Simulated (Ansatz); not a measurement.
Born–Oppenheimer molecular dynamics of C₂H₄NO (8 atoms, charge -1, multiplicity 1). It starts from a relaxed structure.

These are results of Ansatz, RKS PBE-D4/def2-SVP, not measurements.

```
ensemble                      : NVE (velocity Verlet)
time step                     : 0.5 fs
steps asked                   : 150
starting velocities drawn for : 700 K
seed                          : 537587
```

Frames 5 fs apart, positions in Å.

Velocities at 5 fs (Å/ps):

```
N -0.16 -14.57 -0.05
C -0.15 5.23 6.76
C -0.70 4.00 -3.00
O -1.49 5.54 -3.00
H 15.07 17.09 21.09
H 10.47 1.61 -12.12
H 17.68 -0.43 -12.44
H -7.16 -13.82 6.98
```

```xyz
8
Properties=species:S:1:pos:R:3 time_fs=5 energy_less_start_eV=0.190 T=456
N -0.319 1.121 -0.458
C 0.491 0.533 0.567
C 0.686 -0.851 0.574
O -0.186 -1.472 -0.438
H -0.608 0.392 -1.152
H -1.166 1.548 -0.034
H 1.204 1.158 1.166
H 0.025 -2.426 -0.308
8
Properties=species:S:1:pos:R:3 time_fs=10 energy_less_start_eV=0.281 T=339
N -0.315 1.074 -0.452
C 0.492 0.536 0.595
C 0.688 -0.831 0.567
O -0.193 -1.450 -0.451
H -0.588 0.329 -1.112
H -1.159 1.549 -0.121
H 1.253 1.174 1.085
H -0.020 -2.360 -0.282
8
Properties=species:S:1:pos:R:3 time_fs=15 energy_less_start_eV=0.317 T=293
N -0.310 1.061 -0.455
C 0.488 0.511 0.605
C 0.705 -0.824 0.575
O -0.203 -1.419 -0.462
H -0.593 0.218 -1.016
H -1.214 1.529 -0.204
H 1.248 1.218 1.027
H -0.017 -2.377 -0.236
8
Properties=species:S:1:pos:R:3 time_fs=20 energy_less_start_eV=0.314 T=296
N -0.312 1.069 -0.476
C 0.480 0.499 0.600
C 0.734 -0.846 0.592
O -0.210 -1.397 -0.462
H -0.618 0.164 -0.885
H -1.220 1.470 -0.207
H 1.182 1.219 1.050
H -0.032 -2.293 -0.252
8
Properties=species:S:1:pos:R:3 time_fs=25 energy_less_start_eV=0.264 T=361
N -0.318 1.082 -0.503
C 0.476 0.498 0.586
C 0.759 -0.876 0.610
O -0.211 -1.381 -0.453
H -0.678 0.163 -0.903
H -1.223 1.458 -0.087
H 1.116 1.209 1.180
H -0.053 -2.355 -0.300
8
Properties=species:S:1:pos:R:3 time_fs=30 energy_less_start_eV=0.233 T=401
N -0.334 1.098 -0.518
C 0.489 0.487 0.570
C 0.764 -0.882 0.621
O -0.203 -1.388 -0.435
H -0.720 0.276 -0.996
H -1.128 1.458 0.010
H 0.992 1.170 1.282
H -0.110 -2.339 -0.408
8
Properties=species:S:1:pos:R:3 time_fs=35 energy_less_start_eV=0.271 T=352
N -0.341 1.124 -0.513
C 0.512 0.460 0.543
C 0.745 -0.873 0.624
O -0.189 -1.404 -0.418
H -0.750 0.329 -1.081
H -1.136 1.527 0.055
H 0.868 1.173 1.325
H -0.113 -2.373 -0.478
8
Properties=species:S:1:pos:R:3 time_fs=40 energy_less_start_eV=0.206 T=435
N -0.344 1.156 -0.489
C 0.526 0.455 0.508
C 0.714 -0.880 0.621
O -0.175 -1.428 -0.406
H -0.746 0.402 -1.052
H -1.150 1.564 -0.023
H 0.808 1.176 1.298
H -0.016 -2.395 -0.469
8
Properties=species:S:1:pos:R:3 time_fs=45 energy_less_start_eV=0.185 T=463
N -0.335 1.188 -0.463
C 0.523 0.482 0.475
C 0.678 -0.901 0.616
O -0.164 -1.464 -0.403
H -0.749 0.399 -1.038
H -1.220 1.614 -0.042
H 0.876 1.169 1.274
H 0.126 -2.368 -0.394
8
Properties=species:S:1:pos:R:3 time_fs=50 energy_less_start_eV=0.186 T=462
N -0.334 1.218 -0.451
C 0.515 0.506 0.467
C 0.647 -0.895 0.611
O -0.159 -1.510 -0.410
H -0.704 0.445 -1.014
H -1.171 1.598 -0.011
H 1.032 1.143 1.234
H 0.267 -2.412 -0.323
8
Properties=species:S:1:pos:R:3 time_fs=55 energy_less_start_eV=0.165 T=490
N -0.330 1.249 -0.452
C 0.512 0.506 0.491
C 0.626 -0.850 0.607
O -0.155 -1.572 -0.422
H -0.700 0.465 -1.065
H -1.171 1.591 0.105
H 1.178 1.109 1.135
H 0.282 -2.389 -0.313
8
Properties=species:S:1:pos:R:3 time_fs=60 energy_less_start_eV=0.322 T=288
N -0.329 1.280 -0.454
C 0.506 0.505 0.517
C 0.621 -0.816 0.602
O -0.158 -1.621 -0.432
H -0.713 0.560 -1.071
H -1.123 1.536 0.113
H 1.277 1.127 1.051
H 0.309 -2.494 -0.299
```

Of the whole run (75 fs, mean temperature of the second half 367 K): The conserved energy stayed within 0.42 meV per atom of its start (net change 0.15 meV per atom), so the integration is sound. Over the second half the temperature averaged 0.52 of the 700 K drawn at the start: a run that starts near a minimum puts about half its kinetic energy into the potential. A run of 0.075 ps of so small a system gives no equilibrium averages. Limits of this set-up: an anion without diffuse functions.

Time of the run: 2.9 min on 1 thread of Arm Neoverse V1 (shared host), peak memory 0.091 GiB.
